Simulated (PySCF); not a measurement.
methanidylidynesulfanium (CS), SMILES [C-]#[S+].

Geometry optimised at B3LYP-D3(BJ)/def2-TZVPD.

The numbers are results of PySCF with TDDFT-M06-2X/def2-TZVPD, not measurements.

Vertical excitations; the highest root listed may be one member of a degenerate set.  State labels are in the subgroup C2v.

Computed lowest excited states:
| state | symmetry | energy (eV) | λ (nm) | f | main pairs |
|---|---|---|---|---|---|
| S1 | B2 | 4.38 | 283 | 0.004 | HOMO→LUMO+1 (degenerate set) |
| S2 | B1 | 4.38 | 283 | 0.004 | HOMO→LUMO (degenerate set) |
| S3 | A2 | 4.80 | 259 | 0.000 | HOMO−1→LUMO 50 %, HOMO−2→LUMO+1 50 % |
| S4 | A1 | 5.71 | 217 | 0.000 | HOMO−1→LUMO+1, HOMO−2→LUMO (degenerate set) |
| S5 | A2 | 5.71 | 217 | 0.000 | HOMO−2→LUMO+1, HOMO−1→LUMO (degenerate set) |
| S6 | A1 | 8.16 | 152 | 0.050 | HOMO−2→LUMO 26 %, HOMO−1→LUMO+1 26 %, HOMO→LUMO+2 18 %, HOMO→LUMO+7 14 % |
| S7 | A1 | 8.64 | 143 | 0.113 | HOMO→LUMO+5 80 % |
| S8 | A1 | 9.00 | 138 | 0.465 | HOMO→LUMO+2 70 %, HOMO−2→LUMO 11 %, HOMO−1→LUMO+1 11 % |
| S9 | B2 | 9.08 | 137 | 0.024 | HOMO→LUMO+4 (degenerate set) |
| S10 | B1 | 9.08 | 137 | 0.024 | HOMO→LUMO+3 (degenerate set) |
| T1 | B1 | 3.31 | 375 | 0 | HOMO→LUMO (degenerate set) |
| T2 | B2 | 3.31 | 375 | 0 | HOMO→LUMO+1 (degenerate set) |
| T3 | A1 | 4.36 | 284 | 0 | HOMO−2→LUMO 49 %, HOMO−1→LUMO+1 49 % |
| T4 | A2 | 4.92 | 252 | 0 | HOMO−1→LUMO 49 %, HOMO−2→LUMO+1 49 % |
Triplets are in the Tamm–Dancoff approximation, which puts them higher than full response would, so one can lie above its singlet here.
